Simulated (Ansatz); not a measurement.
**CH3BS: geometry at several levels**

Aim: geometry at several levels, for CH3BS, with the cost of each level.

Program: Ansatz 0.2.0. Level of theory: the levels named in each step. These are calculated values, not measurements.

## (1) The structure to begin with

Bond lengths: C1–B2 1.539 Å, B2–S3 1.601 Å, C1–H4 1.089 Å, C1–H5 1.090 Å, C1–H6 1.089 Å. Angles: C1–B2–S3 180.0°, B2–C1–H4 111.6°, B2–C1–H5 111.5°, B2–C1–H6 111.6°, H4–C1–H5 107.3°, H4–C1–H6 107.3°, H5–C1–H6 107.3°.

Structure file:

```xyz
6

C    -2.0036    0.0466    0.0444
B    -0.4657    0.0108    0.0106
S     1.1342   -0.0264   -0.0253
H    -2.4358   -0.7899   -0.5034
H    -2.3826   -0.0037    1.0646
H    -2.3927    0.9615   -0.4009
```

## (2) A rough first relaxation, PBE-D4/def2-SVP

This run stands in another session on the same molecule. It ended at:

```xyz
6

C    -2.0094    0.0468    0.0447
B    -0.4757    0.0111    0.0107
S     1.1495   -0.0268   -0.0256
H    -2.4364   -0.8099   -0.5166
H    -2.3821   -0.0051    1.0886
H    -2.3923    0.9829   -0.4117
```

## (3) Relaxation, HF/STO-3G

File input.yaml:

```yaml
crystal:
  periodic: [false, false, false]
  atoms:
    - { symbol: C, position_ang: [-2.00940115, 0.04677247, 0.04467796] }
    - { symbol: B, position_ang: [-0.47566832, 0.01105186, 0.01067505] }
    - { symbol: S, position_ang: [1.14951329, -0.0267648, -0.02555289] }
    - { symbol: H, position_ang: [-2.43636747, -0.80990958, -0.51660738] }
    - { symbol: H, position_ang: [-2.38206684, -0.00513347, 1.08855793] }
    - { symbol: H, position_ang: [-2.39225951, 0.98292351, -0.41171068] }
basis:
  gaussian: { orbitals: STO-3G }
hamiltonian:
  xc: hf
relax:
  f_tol: 0.002
  max_steps: 150
```

Command:

```sh
> ansatz run input.yaml --threads 2 --pin off --max-ram 5120MiB --backend cpu --events-out ev --progress --plain --runs-dir out
```

The program printed, cut to the lines that bear on the results:

```text
Warning: RAYON_NUM_THREADS=2 ignored (pool sized by the plan → 2); use --threads N
[...]
Functional definition: HF
[...]
299 factors; integrals over basis functions are off by at most 1.7e-5 eV
[...]
mean field -12427.83159546 eV, -456.7143872465 hartree, gradient 2.6e-5 eV, S^2 0.000000; 0 other end points of the search recorded, 0 dependent functions left out
[...]
reference -12427.83159546 eV, -456.7143872465 hartree; 15, 15 occupied and 7, 7 virtual orbitals, 299 factors
relax step   1: F+E_penalty+E_count = -12427.83159546 eV  Δ(F+E_penalty+E_count) = +0.000e0 eV  max|allowed force component| = 5.457e0 eV/Å  Δτ_max = 0.0000 Å  (27 SCF iters, accepted)
[...]
relax step   4: F+E_penalty+E_count = -12428.09962356 eV  Δ(F+E_penalty+E_count) = -3.764e-4 eV  max|allowed force component| = 2.550e-3 eV/Å  Δτ_max = 0.0037 Å  (26 SCF iters, accepted)
[...]
relax step   5: F+E_penalty+E_count = -12428.09962382 eV  Δ(F+E_penalty+E_count) = -2.516e-7 eV  max|allowed force component| = 1.581e-4 eV/Å  Δτ_max = 0.0001 Å  (26 SCF iters, accepted)
299 factors; integrals over basis functions are off by at most 1.7e-5 eV
mean field -12428.09962382 eV, -456.7242371068 hartree, gradient 9.9e-6 eV, S^2 0.000000; 1 other end points of the search recorded, 0 dependent functions left out
[...]
reference -12428.09962382 eV, -456.7242371068 hartree; 15, 15 occupied and 7, 7 virtual orbitals, 299 factors
Total energy: -12428.09962382 eV, -456.7242371068 hartree
Atom 0 at    -2.000504     0.046572     0.044470 Å, force     0.000062    -0.000007     0.000028 eV/Å
Atom 1 at    -0.454306     0.010564     0.010144 Å, force     0.000158     0.000012    -0.000080 eV/Å
Atom 2 at     1.085523    -0.025289    -0.024075 Å, force    -0.000130    -0.000005     0.000045 eV/Å
Atom 3 at    -2.424370    -0.789904    -0.503514 Å, force    -0.000030     0.000059     0.000039 eV/Å
Atom 4 at    -2.371272    -0.003968     1.064088 Å, force    -0.000026     0.000004    -0.000065 eV/Å
Atom 5 at    -2.381320     0.960965    -0.401073 Å, force    -0.000035    -0.000063     0.000033 eV/Å
Dipole moment:    -0.289117     0.006732     0.006425 e Å
```

Run time: 2.4 s. Hardware: 2 threads of Arm Neoverse N1, shared host; peak memory 0.1 GiB.

The steps of the relaxation:

| step | energy from step 1 (eV) | largest force component (eV/Å) |
| --- | --- | --- |
| 1 | 0.0000 | 5.4572 |
| 2 | -0.2502 | 1.5486 |
| 3 | -0.2677 | 0.2147 |
| 4 | -0.2680 | 0.0026 |
| 5 | -0.2680 | 0.0002 |

Step 1 is the start.

Before: Bond lengths: C1–B2 1.535 Å, B2–S3 1.626 Å, C1–H4 1.110 Å, C1–H5 1.110 Å, C1–H6 1.110 Å. Angles: C1–B2–S3 180.0°, B2–C1–H4 110.8°, B2–C1–H5 110.8°, B2–C1–H6 110.8°, H4–C1–H5 108.1°, H4–C1–H6 108.1°, H5–C1–H6 108.1°.

After: Bond lengths: C1–B2 1.547 Å, B2–S3 1.541 Å, C1–H4 1.086 Å, C1–H5 1.086 Å, C1–H6 1.086 Å. Angles: C1–B2–S3 180.0°, B2–C1–H4 111.2°, B2–C1–H5 111.2°, B2–C1–H6 111.2°, H4–C1–H5 107.7°, H4–C1–H6 107.7°, H5–C1–H6 107.7°.

## (4) Relaxation, HF/6-31G*

input.yaml: that of step 3 with these lines changed.

```diff
@@ -10,3 +10,3 @@
 basis:
-  gaussian: { orbitals: STO-3G }
+  gaussian: { orbitals: "6-31G*" }
 hamiltonian:
```

Command:

```sh
> ansatz run input.yaml --threads 2 --pin off --max-ram 5120MiB --backend cpu --events-out ev --progress --plain --runs-dir out
```

The program printed, cut to the lines that bear on the results:

```text
Warning: RAYON_NUM_THREADS=2 ignored (pool sized by the plan → 2); use --threads N
[...]
Functional definition: HF
[...]
603 factors; integrals over basis functions are off by at most 4.3e-4 eV
[...]
mean field -12567.56623570 eV, -461.8495405597 hartree, gradient 2.2e-5 eV, S^2 0.000000; 0 other end points of the search recorded, 0 dependent functions left out
[...]
reference -12567.56623570 eV, -461.8495405597 hartree; 15, 15 occupied and 40, 40 virtual orbitals, 603 factors
relax step   1: F+E_penalty+E_count = -12567.56623570 eV  Δ(F+E_penalty+E_count) = +0.000e0 eV  max|allowed force component| = 1.047e0 eV/Å  Δτ_max = 0.0000 Å  (27 SCF iters, accepted)
[...]
relax step   4: F+E_penalty+E_count = -12567.60500922 eV  Δ(F+E_penalty+E_count) = -1.636e-5 eV  max|allowed force component| = 4.201e-3 eV/Å  Δτ_max = 0.0004 Å  (17 SCF iters, accepted)
[...]
603 factors; integrals over basis functions are off by at most 4.0e-4 eV
[...]
mean field -12567.60500950 eV, -461.8509654705 hartree, gradient 6.6e-6 eV, S^2 0.000000; 1 other end points of the search recorded, 0 dependent functions left out
[...]
reference -12567.60500950 eV, -461.8509654705 hartree; 15, 15 occupied and 40, 40 virtual orbitals, 603 factors
Total energy: -12567.60500950 eV, -461.8509654705 hartree
Atom 0 at    -2.014740     0.046904     0.044787 Å, force    -0.000245     0.000003     0.000016 eV/Å
Atom 1 at    -0.472737     0.010994     0.010551 Å, force    -0.000173     0.000014    -0.000042 eV/Å
Atom 2 at     1.134300    -0.026425    -0.025159 Å, force     0.000130    -0.000009     0.000024 eV/Å
Atom 3 at    -2.429830    -0.792136    -0.504945 Å, force     0.000093     0.000001     0.000001 eV/Å
Atom 4 at    -2.376584    -0.004009     1.067024 Å, force     0.000104    -0.000003    -0.000000 eV/Å
Atom 5 at    -2.386659     0.963612    -0.402218 Å, force     0.000091    -0.000007     0.000001 eV/Å
Dipole moment:    -0.691316     0.016097     0.015358 e Å
```

It took 4.6 s on 2 threads of Arm Neoverse N1, shared host; peak memory 0.11 GiB.

Step by step:

```csv
step,E - E(step 1) (eV),largest force component (eV/Å)
1,0.0000,1.0475
2,-0.0356,0.4453
3,-0.0388,0.0297
4,-0.0388,0.0042
5,-0.0388,0.0002
```

Step 1 is the start.

Before: Bond lengths: C1–B2 1.535 Å, B2–S3 1.626 Å, C1–H4 1.110 Å, C1–H5 1.110 Å, C1–H6 1.110 Å. Angles: C1–B2–S3 180.0°, B2–C1–H4 110.8°, B2–C1–H5 110.8°, B2–C1–H6 110.8°, H4–C1–H5 108.1°, H4–C1–H6 108.1°, H5–C1–H6 108.1°.

After: Bond lengths: C1–B2 1.543 Å, B2–S3 1.608 Å, C1–H4 1.086 Å, C1–H5 1.086 Å, C1–H6 1.086 Å. Angles: C1–B2–S3 180.0°, B2–C1–H4 110.7°, B2–C1–H5 110.7°, B2–C1–H6 110.7°, H4–C1–H5 108.2°, H4–C1–H6 108.2°, H5–C1–H6 108.2°.

## (5) Relaxation, LDA/def2-SVP

input.yaml: that of step 4 with these lines changed.

```diff
@@ -10,5 +10,5 @@
 basis:
-  gaussian: { orbitals: "6-31G*" }
+  gaussian: { orbitals: def2-SVP }
 hamiltonian:
-  xc: hf
+  xc: lda
 relax:
```

Command:

```sh
> ansatz run input.yaml --threads 2 --pin off --max-ram 5120MiB --backend cpu --events-out ev --progress --plain --runs-dir out
```

The program printed, cut to the lines that bear on the results:

```text
Warning: RAYON_NUM_THREADS=2 ignored (pool sized by the plan → 2); use --threads N
[...]
Functional definition: SPW92
[...]
691 factors; their error is unknown
[...]
mean field -12538.37865710 eV, -460.7769168303 hartree, gradient 4.6e-5 eV, S^2 0.000000; 0 other end points of the search recorded, 0 dependent functions left out
[...]
reference -12538.37868286 eV, -460.7769177769 hartree; 15, 15 occupied and 46, 46 virtual orbitals, 691 factors
relax step   1: F+E_penalty+E_count = -12538.37865710 eV  Δ(F+E_penalty+E_count) = +0.000e0 eV  max|allowed force component| = 4.843e-1 eV/Å  Δτ_max = 0.0000 Å  (24 SCF iters, accepted)
[...]
relax step   4: F+E_penalty+E_count = -12538.38423523 eV  Δ(F+E_penalty+E_count) = -5.949e-6 eV  max|allowed force component| = 4.093e-3 eV/Å  Δτ_max = 0.0004 Å  (17 SCF iters, accepted)
[...]
relax step   5: F+E_penalty+E_count = -12538.38423601 eV  Δ(F+E_penalty+E_count) = -7.799e-7 eV  max|allowed force component| = 2.407e-4 eV/Å  Δτ_max = 0.0002 Å  (16 SCF iters, accepted)
691 factors; their error is unknown
mean field -12538.38423601 eV, -460.7771218513 hartree, gradient 3.7e-5 eV, S^2 0.000000; 1 other end points of the search recorded, 0 dependent functions left out
[...]
reference -12538.38426172 eV, -460.7771227961 hartree; 15, 15 occupied and 46, 46 virtual orbitals, 691 factors
Total energy: -12538.38426172 eV, -460.7771227961 hartree
Atom 0 at    -2.001561     0.046595     0.044492 Å, force    -0.000126     0.000003     0.000003 eV/Å
Atom 1 at    -0.484005     0.011256     0.010796 Å, force     0.000241    -0.000002    -0.000024 eV/Å
Atom 2 at     1.132425    -0.026379    -0.025110 Å, force    -0.000128     0.000001     0.000016 eV/Å
Atom 3 at    -2.430576    -0.811320    -0.517575 Å, force     0.000003     0.000035     0.000024 eV/Å
Atom 4 at    -2.376112    -0.005363     1.089961 Å, force     0.000011     0.000002    -0.000040 eV/Å
Atom 5 at    -2.386421     0.984151    -0.412524 Å, force    -0.000000    -0.000038     0.000020 eV/Å
Dipole moment:    -0.533628     0.012428     0.011851 e Å
```

It took 4.5 s on 2 threads of Arm Neoverse N1, shared host; peak memory 0.12 GiB.

Step by step:

```
step  E - E(step 1) (eV)  largest force component (eV/Å)
   1              0.0000                          0.4843
   2             -0.0048                          0.1914
   3             -0.0056                          0.0089
   4             -0.0056                          0.0041
   5             -0.0056                          0.0002
```

Step 1 is the start.

Before: Bond lengths: C1–B2 1.535 Å, B2–S3 1.626 Å, C1–H4 1.110 Å, C1–H5 1.110 Å, C1–H6 1.110 Å. Angles: C1–B2–S3 180.0°, B2–C1–H4 110.8°, B2–C1–H5 110.8°, B2–C1–H6 110.8°, H4–C1–H5 108.1°, H4–C1–H6 108.1°, H5–C1–H6 108.1°.

After: Bond lengths: C1–B2 1.518 Å, B2–S3 1.617 Å, C1–H4 1.112 Å, C1–H5 1.112 Å, C1–H6 1.112 Å. Angles: C1–B2–S3 180.0°, B2–C1–H4 110.9°, B2–C1–H5 110.9°, B2–C1–H6 110.9°, H4–C1–H5 108.0°, H4–C1–H6 108.0°, H5–C1–H6 108.0°.

## (6) Relaxation, PBE-D4/def2-SVP

input.yaml: that of step 5 with these lines changed.

```diff
@@ -12,3 +12,4 @@
 hamiltonian:
-  xc: lda
+  xc: pbe
+  dispersion: d4
 relax:
```

Command:

```sh
> ansatz run input.yaml --threads 2 --pin off --max-ram 5120MiB --backend cpu --events-out ev --progress --plain --runs-dir out
```

The program printed, cut to the lines that bear on the results:

```text
Warning: RAYON_NUM_THREADS=2 ignored (pool sized by the plan → 2); use --threads N
[...]
Functional definition: PBE
[...]
691 factors; their error is unknown
[...]
mean field -12586.52495198 eV, -462.5462605322 hartree, gradient 4.2e-5 eV, S^2 0.000000; 0 other end points of the search recorded, 0 dependent functions left out
[...]
reference -12586.52497963 eV, -462.5462615484 hartree; 15, 15 occupied and 46, 46 virtual orbitals, 691 factors
relax step   1: F+E_penalty+E_count = -12586.61877752 eV  Δ(F+E_penalty+E_count) = +0.000e0 eV  max|allowed force component| = 2.570e-2 eV/Å  Δτ_max = 0.0000 Å  (25 SCF iters, accepted)
[...]
relax step   2: F+E_penalty+E_count = -12586.61878607 eV  Δ(F+E_penalty+E_count) = -8.547e-6 eV  max|allowed force component| = 1.242e-2 eV/Å  Δτ_max = 0.0004 Å  (18 SCF iters, accepted)
[...]
relax step   3: F+E_penalty+E_count = -12586.61878796 eV  Δ(F+E_penalty+E_count) = -1.890e-6 eV  max|allowed force component| = 1.899e-4 eV/Å  Δτ_max = 0.0002 Å  (17 SCF iters, accepted)
691 factors; their error is unknown
[...]
mean field -12586.52497181 eV, -462.5462612608 hartree, gradient 3.3e-5 eV, S^2 0.000000; 1 other end points of the search recorded, 0 dependent functions left out
[...]
reference -12586.52499946 eV, -462.5462622771 hartree; 15, 15 occupied and 46, 46 virtual orbitals, 691 factors
Total energy: -12586.61881561 eV, -462.5497099571 hartree
Atom 0 at    -2.009067     0.046768     0.044664 Å, force    -0.000005    -0.000001     0.000018 eV/Å
Atom 1 at    -0.475570     0.011057     0.010624 Å, force     0.000190     0.000009    -0.000084 eV/Å
Atom 2 at     1.150116    -0.026788    -0.025519 Å, force    -0.000093    -0.000006     0.000050 eV/Å
Atom 3 at    -2.436727    -0.809860    -0.516572 Å, force    -0.000040    -0.000086    -0.000055 eV/Å
Atom 4 at    -2.382368    -0.005125     1.088524 Å, force    -0.000013    -0.000006     0.000114 eV/Å
Atom 5 at    -2.392634     0.982887    -0.411680 Å, force    -0.000038     0.000091    -0.000043 eV/Å
Dipole moment:    -0.532781     0.012407     0.011835 e Å
```

Run time: 3.9 s. Hardware: 2 threads of Arm Neoverse N1, shared host; peak memory 0.12 GiB.

Step by step:

| step | energy from step 1 (eV) | largest force component (eV/Å) |
| --- | --- | --- |
| 1 | 0.0000 | 0.0257 |
| 2 | 0.0000 | 0.0124 |
| 3 | 0.0000 | 0.0002 |

Step 1 is the start.

Before: Bond lengths: C1–B2 1.535 Å, B2–S3 1.626 Å, C1–H4 1.110 Å, C1–H5 1.110 Å, C1–H6 1.110 Å. Angles: C1–B2–S3 180.0°, B2–C1–H4 110.8°, B2–C1–H5 110.8°, B2–C1–H6 110.8°, H4–C1–H5 108.1°, H4–C1–H6 108.1°, H5–C1–H6 108.1°.

After: Bond lengths: C1–B2 1.534 Å, B2–S3 1.627 Å, C1–H4 1.110 Å, C1–H5 1.110 Å, C1–H6 1.110 Å. Angles: C1–B2–S3 180.0°, B2–C1–H4 110.9°, B2–C1–H5 110.9°, B2–C1–H6 110.9°, H4–C1–H5 108.1°, H4–C1–H6 108.1°, H5–C1–H6 108.1°.

## (7) Relaxation, PBE0-D4/def2-TZVPP

This run stands in another session on the same molecule. It ended at:

```xyz
6

C    -2.0063    0.0467    0.0446
B    -0.4830    0.0112    0.0108
S     1.1243   -0.0262   -0.0249
H    -2.4261   -0.7969   -0.5081
H    -2.3725   -0.0044    1.0726
H    -2.3827    0.9686   -0.4048
```

## (8) Relaxation, MP2/def2-TZVPP

File input.yaml:

```yaml
crystal:
  periodic: [false, false, false]
  atoms:
    - { symbol: C, position_ang: [-2.00630141, 0.04670647, 0.04459701] }
    - { symbol: B, position_ang: [-0.48298819, 0.01123253, 0.01076935] }
    - { symbol: S, position_ang: [1.12426608, -0.02619038, -0.02492598] }
    - { symbol: H, position_ang: [-2.42606612, -0.79694399, -0.50813745] }
    - { symbol: H, position_ang: [-2.37250799, -0.00443413, 1.07257588] }
    - { symbol: H, position_ang: [-2.38265237, 0.96856949, -0.40483881] }
basis:
  gaussian: { orbitals: def2-TZVPP }
correlation:
  method: mp2
relax:
  f_tol: 0.002
  max_steps: 40
```

Command:

```sh
> ansatz run input.yaml --threads 2 --pin off --max-ram 5120MiB --backend cpu --events-out ev --progress --plain --runs-dir out
```

The program printed, cut to the lines that bear on the results:

```text
Warning: RAYON_NUM_THREADS=2 ignored (pool sized by the plan → 2); use --threads N
[...]
Functional definition: HF
[...]
965 factors; integrals over basis functions are off by at most 3.2e-4 eV
[...]
mean field -12569.05402972 eV, -461.9042159813 hartree, gradient 1.5e-6 eV, S^2 0.000000; 0 other end points of the search recorded, 0 dependent functions left out
7 core orbitals not correlated: weight in the atoms' cores, before any rotation towards them, 1.000 or more for the frozen orbitals, at most 0.000 for the correlated occupied ones
reference -12569.05402972 eV, -461.9042159813 hartree; 8, 8 occupied and 131, 131 virtual orbitals, 965 factors
second order -11.82673971 eV of doubles, -0.00000000 eV of singles
[...]
relax step   1: F+E_penalty+E_count = -12580.88076943 eV  Δ(F+E_penalty+E_count) = +0.000e0 eV  max|allowed force component| = 4.124e-1 eV/Å  Δτ_max = 0.0000 Å  (45 SCF iters, accepted)
[...]
reference -12569.05748050 eV, -461.9043427951 hartree; 8, 8 occupied and 131, 131 virtual orbitals, 965 factors
second order -11.82572395 eV of doubles, -0.00000000 eV of singles
[...]
Total energy: -12580.88320444 eV, -462.3389301344 hartree
Atom 0 at    -2.012525     0.046853     0.044735 Å, force    -0.001258     0.000029     0.000028 eV/Å
Atom 1 at    -0.478959     0.011140     0.010679 Å, force     0.000320    -0.000005    -0.000008 eV/Å
Atom 2 at     1.132288    -0.026380    -0.025103 Å, force    -0.000891     0.000019     0.000021 eV/Å
Atom 3 at    -2.427937    -0.795048    -0.506875 Å, force     0.000595    -0.000415    -0.000278 eV/Å
Atom 4 at    -2.374495    -0.004259     1.070406 Å, force     0.000620    -0.000043     0.000466 eV/Å
Atom 5 at    -2.384622     0.966633    -0.403801 Å, force     0.000615     0.000415    -0.000229 eV/Å
Dipole moment:    -0.517890     0.012060     0.011501 e Å
Checks for a lower state left out: cluster_reference
```

Run time: 26 s. Hardware: 2 threads of Arm Neoverse N1, shared host; peak memory 0.44 GiB.

Step by step:

| step | E - E(step 1) (eV) | largest force component (eV/Å) |
| --- | --- | --- |
| 1 | 0.0000 | 0.4124 |
| 2 | -0.0021 | 0.1621 |
| 3 | -0.0024 | 0.0097 |
| 4 | -0.0024 | 0.0013 |

Step 1 is the start.

Before: Bond lengths: C1–B2 1.524 Å, B2–S3 1.608 Å, C1–H4 1.092 Å, C1–H5 1.092 Å, C1–H6 1.092 Å. Angles: C1–B2–S3 180.0°, B2–C1–H4 110.8°, B2–C1–H5 110.8°, B2–C1–H6 110.8°, H4–C1–H5 108.1°, H4–C1–H6 108.1°, H5–C1–H6 108.1°.

After: Bond lengths: C1–B2 1.534 Å, B2–S3 1.612 Å, C1–H4 1.089 Å, C1–H5 1.089 Å, C1–H6 1.089 Å. Angles: C1–B2–S3 180.0°, B2–C1–H4 110.6°, B2–C1–H5 110.6°, B2–C1–H6 110.6°, H4–C1–H5 108.3°, H4–C1–H6 108.3°, H5–C1–H6 108.3°.

## (9) Geometries side by side

```csv
level,C1–B2 (Å),B2–S3 (Å),rotational constants (MHz),dipole (D),CPU time
HF/STO-3G,1.5470,1.5406,"162920, 4727.8, 4727.8",1.39,4 s
HF/6-31G*,1.5428,1.6079,"162020, 4538.3, 4538.3",3.32,8 s
LDA/def2-SVP,1.5183,1.6173,"154930, 4562.1, 4562.1",2.56,8 s
PBE-D4/def2-SVP,1.5343,1.6265,"155400, 4495.1, 4495.1",2.56,7.2 s
PBE0-D4/def2-TZVPP,1.5241,1.6081,"160230, 4582.3, 4582.3",2.77,45 s
MP2/def2-TZVPP,1.5344,1.6121,"160930, 4546.7, 4546.7",2.49,50 s
```

Constants are for the commonest isotopes at the equilibrium geometry; times are CPU times of the relaxations.

## (10) What came out

| quantity | value |
| --- | --- |
| C1–B2 at MP2/def2-TZVPP | 1.534 Å |
| B2–S3 at MP2/def2-TZVPP | 1.612 Å |

The C1–B2 distance spreads over 0.029 Å, from LDA/def2-SVP (shortest) to HF/STO-3G.
